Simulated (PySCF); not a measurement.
Unknown compound

An unknown has the formula C₅H₉F. Its calculated NMR data are:

1H NMR (300 MHz, computed): δ 6.03 (m, 1H), 4.34 (d of quint of q, J = 54.4, 3.0, 1.5 Hz, 2H), 1.76 (dtq, J = 8.4, 3.0, 1.5 Hz, 3H), 1.60 (d of d of sext, J = 2.1, 1.8, 1.5 Hz, 3H).

13C{1H} NMR (computed): δ 139.4 (C, d, J = 9.5 Hz), 128.0 (CH, d, J = 17.2 Hz), 79.2 (CH2, d, J = 242.6 Hz), 13.8 (CH3), 11.7 (CH3, d, J = 1.8 Hz).

PySCF calculation with geometry: PBE0-D3(BJ)/def2-SVP, HF/pcSseg-2 with gauge-including orbitals and spin–spin couplings from B3LYP/pcJ-1 (spin–dipole term only in couplings to heteroatoms); isolated molecule, a single conformation, relativity neglected, rapidly exchanging positions averaged.

References, each an isolated molecule treated in the same way: 1H (31.68 ppm), 13C (191.47 ppm) against TMS.

Choose the structure that fits.
A. CC(C)=CCF
B. C/C=C\[C@H](C)F
C. C/C=C(\C)CF

## Answers

C. 

The formula gives 1 degree of unsaturation (no ring in the answer). 5 carbon signals for 5 carbons: no two carbons are equivalent. Carbon types of the structure: 1 × C, 1 × CH, 1 × CH2, 2 × CH3, which accounts for all hydrogens. δC 139.4: fully substituted alkene carbon; as expected for a trigonal carbon in a double bond. δC 128.0: alkene CH; an sp2 carbon of a C=C bond. δC 79.2: allylic sp3 CH2 bonded to F; the inductive effect lowers its shielding. δC 13.8, 11.7: allylic methyl carbon; aliphatic region, no heteroatom directly attached. δH 1.76, 1.60: hydrogen on an allylic methyl carbon; allylic position.

The others: CC(C)=CCF has carbons computed at 148.9, 129.9, 73.9, 26.4, 18.1; C/C=C\[C@H](C)F would give 5 signals for carbon-bound and other non-exchanging H, not 4.

C–F couplings over four or more bonds (about 3 Hz to the para carbon of a fluoroarene) are left out. Common functionals overestimate the size of one-bond C–F couplings by tens of Hz; these are unscaled. Multiplet labels drop couplings under 1 Hz and merge nearly equal ones. Unscaled 3J(H,H) at this level run about 10 % above measured values. Shifts are as computed, not scaled to solution data. Of 1211 compounds with measured shifts, 218 miss one by over three times the rms of a fit or turn the order of signals round; such compounds aren't used in these exercises.
